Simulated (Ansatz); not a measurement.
Mulliken charges of `[CH3][AlH][OH]` from ωB97M-V/def2-TZVPP in Ansatz (PBE0-D4/def2-TZVP geometry).

```tsv
atom	x (Å)	y (Å)	z (Å)	charge (e)
C1	-0.778	0.982	-0.071	-0.524
Al2	0.580	-0.394	-0.240	0.564
O3	0.545	-1.676	0.877	-0.400
H4	-0.325	1.955	0.149	0.107
H5	-1.491	0.755	0.724	0.120
H6	-1.336	1.105	-1.005	0.108
H7	1.717	-0.395	-1.350	-0.134
H8	1.181	-2.389	0.860	0.159
```

By hand: the dipole of these point charges (1 e Å = 4.8032 D).

Σ q r = (0.117, 0.026, -0.137) e Å, of length 0.182 e Å = 0.87 D.

How does the dipole of the full density compare? (An estimate is asked.)

The calculation gave: (0.097, -0.018, -0.079) e Å, 0.61 D; the point charges give 1.43 times that, at 19° from its direction.

Point charges leave out the atoms' own dipoles, such as those of lone pairs, and Mulliken's split depends on the basis, so the two needn't agree.
